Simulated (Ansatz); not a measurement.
# CHSi: the cost of one run

Computed with Ansatz 0.2.0, Gaussian basis. Level: the settings change from run to run.

19 further runs of the same task are left out: 1 for a mislabelled method, 1 for a known fault of the program, 9 that didn't finish, 8 set aside as unsound or not needed.

## Step 1: The system

The geometry derives from a PBE0/def2-TZVP stationary point (not a proven minimum). One bond is set to the value named and the two fragments are kept rigid.

3 atoms, charge 0, spin multiplicity 2.

Atoms are counted from 1 here; the program's logs count them from 0.

Bond lengths: Si1–C2 1.682 Å.

## Step 2: CCSDT(Q)/B on ROHF/def2-SVP

The input, in.yaml:

```yaml
crystal:
  periodic: [false, false, false]
  atoms:
    - {symbol: Si, position_ang: [0.000000, 0.000000, -2.314634]}
    - {symbol: C, position_ang: [0.000000, 0.000000, -0.632183]}
    - {symbol: H, position_ang: [0.000000, 0.000000, 2.946817]}
basis:
  gaussian: {orbitals: def2-SVP, point_charges: [{charge: 0.50, position_ang: [3.832, -0.203, 0.613]}]}
magnetization: {spin_polarized: false, initial_magnetization: 1}
correlation: {method: ccsdt_q_b, electrons: outside_noble_gas}
```

The run is started by

```bash
> ansatz run in.yaml --threads 1 --pin off --events-out ev --progress --plain --max-ram 2393MiB
```

**Question.** How long does this run take on 1 thread of Arm Neoverse V1, shared host, and how much memory does it need?

About 42 s, with a peak of 0.29 GiB.
